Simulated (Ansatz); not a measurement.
Cobalt, hcp: convergence with cold smearing

Computed with Ansatz, LDA, scalar-relativistic PAW, on the relaxed cell (a = 2.427 Å, c = 3.923 Å (c/a = 1.616); ferromagnetic, net 1.51 μB per atom). Errors count from a run at 420 eV on a Γ-centred 24×24×13 mesh with Fermi-Dirac smearing of 0.05 eV, extrapolated to zero width. Fixed here: cutoff 420 eV, mesh 15×15×8.

| width (eV) | E(σ→0) error (meV/atom) | F error (meV/atom) | P (GPa) | sphere moment (μB) | SCF iterations |
| --- | --- | --- | --- | --- | --- |
| 0.01 | 0.8 | 0.8 | 0.49 | 1.59 | 15 |
| 0.03 | 0.8 | 0.8 | 0.43 | 1.58 | 14 |
| 0.1 | 0.6 | 0.7 | 0.16 | 1.57 | 12 |
| 0.2 | -0.2 | 3.4 | 0.72 | 1.61 | 12 |
| 0.6 | 28.3 | 48.9 | -4.23 | 1.33 | 13 |
| 1.0 | 56.4 | 65.9 | -13.66 | 0.00 | 25 |

Q: What does the run at 0.3 give (width)?

A: E(σ→0) error (meV/atom): 0.7; F error (meV/atom): 11.7; P (GPa): 1.03; sphere moment (μB): 1.64; SCF iterations: 15.
